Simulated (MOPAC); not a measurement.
MOPAC input (PM6):

```
PM6 1SCF CHARGE=1 GEO-OK AUX(PRECISION=9) THREADS=1
CH3O

C     0.68557570 1    0.01996936 1   -0.04302839 1
O    -0.67114813 1   -0.11794294 1    0.00291587 1
H    -1.09096757 1    0.74480543 1   -0.08162056 1
H     1.12524882 1    0.98016746 1    0.19378078 1
H     1.22144963 1   -0.90124554 1    0.12268310 1
```

**Question.** What heat of formation does the run end on, and which ionisation energy by Koopmans theorem?

**Answer.** 179.59 kcal/mol; 20.59 eV.
